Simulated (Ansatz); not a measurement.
Density of states of Nb₂P₅ (Pnma, a = 16.735 Å, b = 3.385 Å, c = 7.917 Å, α = 90.00°, β = 90.00°, γ = 90.00°), in states per eV and primitive cell, averaged over bins of 0.4 eV. Computed with Ansatz 0.2.0, DFT r2SCAN, scalar-relativistic, plane waves, PAW.

Settings: cutoff 500 eV, Γ-centred mesh 2×10×6 on the computed 28-atom cell, Gaussian smearing of 0.10 eV; no spin polarisation.

The cell is relaxed at this level. The states (both spins) are summed by tetrahedra on a 3×15×9 mesh at the self-consistent density. Energies are bin centres; the table starts no lower than −8 eV and ends at 6 eV, or lower where the solved bands end.

It is a metal at this level.

```tsv
E − E_F (eV)	total	P 3p	Nb 4d	P 3s	Nb 5s
-7.55	5.88	4.60	0.72	0.28	0.18
-7.15	7.60	5.79	0.98	0.46	0.23
-6.75	10.19	7.54	1.51	0.58	0.36
-6.35	9.23	6.69	1.39	0.61	0.35
-5.95	11.62	8.24	1.88	0.80	0.45
-5.55	14.36	10.05	2.57	0.95	0.48
-5.15	13.57	9.47	2.67	0.82	0.33
-4.75	13.84	9.32	3.13	0.76	0.35
-4.35	15.78	10.20	4.05	0.85	0.34
-3.95	17.46	11.11	4.78	0.88	0.27
-3.55	20.34	12.55	6.35	0.74	0.22
-3.15	22.56	12.86	8.05	0.81	0.21
-2.75	22.12	12.16	8.47	0.58	0.14
-2.35	19.08	9.17	8.70	0.51	0.14
-1.95	20.65	9.70	9.77	0.42	0.15
-1.55	10.62	5.21	4.75	0.25	0.05
-1.15	4.92	2.56	2.07	0.11	0.01
-0.75	1.90	1.09	0.72	0.02	0.00
-0.35	3.95	1.49	2.10	0.18	0.02
0.05	12.29	3.75	6.93	0.90	0.09
0.45	14.36	4.47	7.86	1.00	0.11
0.85	13.11	3.83	6.70	1.38	0.14
1.25	12.53	3.61	6.15	1.59	0.16
1.65	15.81	4.62	7.74	2.00	0.18
2.05	19.10	6.22	8.92	1.99	0.22
2.45	19.71	6.25	9.23	2.01	0.27
2.85	24.46	8.45	10.96	2.11	0.40
3.25	18.41	7.40	7.25	1.32	0.26
3.65	19.24	8.40	6.68	1.38	0.26
4.05	17.01	7.90	5.36	0.99	0.26
4.45	20.03	9.35	6.20	0.96	0.44
4.85	19.20	9.22	5.64	0.83	0.48
5.25	14.82	6.93	3.71	0.51	0.66
5.65	13.69	5.91	2.89	0.48	0.84
```

The columns after the total are the main Löwdin projections on the occupied valence shells of the potentials; 2 others are left out. The rest of the total lies in those, in shells that are empty in the free atom, which aren't projected, and between the atoms.

Whether Nb2P5 exists in this form wasn't checked.

Cost: 1 run of about 19 core-minutes, on Oxide Virtual Turin-like Processor (Zen 5) (shared hosts).